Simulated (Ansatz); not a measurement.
# PHO: ionisation energy by level of theory

Aim: the vertical ionisation energy of PHO, as cation minus neutral at the neutral's geometry, on several levels, and how well −ε(HOMO) stands in for it.

The runs use Ansatz 0.2.0, Gaussian basis; unrestricted cation, the program's frozen cores in correlated methods.

The runs, in order: UKS PBE-D4/def2-TZVPP; UKS r2SCAN-D4/def2-TZVPP; UKS PBE0-D4/def2-TZVPP; UKS B3LYP-D4/def2-TZVPP; UKS wB97X-V/def2-TZVPP; UKS wB97M-V/def2-TZVPP; UKS B2PLYP/def2-TZVPP; UHF-CCSD(T)/def2-TZVPP; UHF-CCSD(T)/def2-QZVPP; extrapolation to the limit; then −ε(HOMO) from the neutral's earlier runs with LDA (SPW92), PBE-D4, revPBE-D4, BLYP-D4, r2SCAN-D4, B97M-V, PBE0-D4, B3LYP-D4, r2SCANh-D4, r2SCAN0-D4, HSE06-D4, BHLYP-D4, CAM-B3LYP-D4, LC-ωPBE, ωB97X-V, ωB97M-V.

## Step 1: The geometry

All runs share one geometry, relaxed beforehand with PBE0-D4 in a triple-zeta def2 set.

3 atoms, charge 0, spin multiplicity 1.

Atoms are counted from 1 here; the program's logs count them from 0.

Bond lengths: O1–P2 1.478 Å, P2–H3 1.468 Å. Angles: O1–P2–H3 104.3°.

## Step 2: Cation, UKS PBE-D4/def2-TZVPP

in.yaml reads:

```yaml
crystal:
  periodic: [false, false, false]
  atoms:
    - {symbol: O, position_ang: [0.792451, 0.743868, 0.517276]}
    - {symbol: P, position_ang: [0.235298, -0.550300, 0.069725]}
    - {symbol: H, position_ang: [-1.027750, -0.193568, -0.587012]}
basis:
  gaussian: {orbitals: def2-TZVPP}
total_charge: 1
magnetization: {spin_polarized: true, initial_magnetization: 1}
hamiltonian: {xc: pbe, dispersion: d4}
```

On the command line:

```bash
$ ansatz run in.yaml --threads 2 --pin off --events-out ev --progress --plain --max-ram 32768MiB --backend cpu
```

Further steps of the session: Cation, UKS r2SCAN-D4/def2-TZVPP; Cation, UKS PBE0-D4/def2-TZVPP; Cation, UKS B3LYP-D4/def2-TZVPP; Cation, UKS wB97X-V/def2-TZVPP; Cation, UKS wB97M-V/def2-TZVPP; Cation, UKS B2PLYP (frozen core)/def2-TZVPP; Cation, UHF-CCSD(T)/def2-TZVPP; Cation, UHF-CCSD(T)/def2-QZVPP.

**Question.** What will the summary of the whole plan be? Wanted: ionisation energy, CCSD(T)/def2-TZVPP; nearest functional by difference; nearest −ε(HOMO); −ε(HOMO) of PBE; T1 of the cation.

**Answer**, as computed:

| quantity | value |
| --- | --- |
| ionisation energy, CCSD(T)/def2-TZVPP | 10.30 eV |
| nearest functional by difference | ωB97M-V (+0.01 eV) |
| nearest −ε(HOMO) | LC-ωPBE (-0.06 eV) |
| −ε(HOMO) of PBE | 6.17 eV |
| T1 of the cation | 0.071 |

What this shows: Energy differences with functionals land within 0.20 eV of the reference. The PBE orbital energy is 4.1 eV too small: a semilocal HOMO is no ionisation energy. Among orbital estimates LC-ωPBE comes nearest. Hartree-Fock falls 0.96 eV short, as the neutral has more correlation energy than the cation. The cation's T1 (from the report) is 0.071, above the customary mark of 0.045 for open shells, so the coupled-cluster value is less safe.
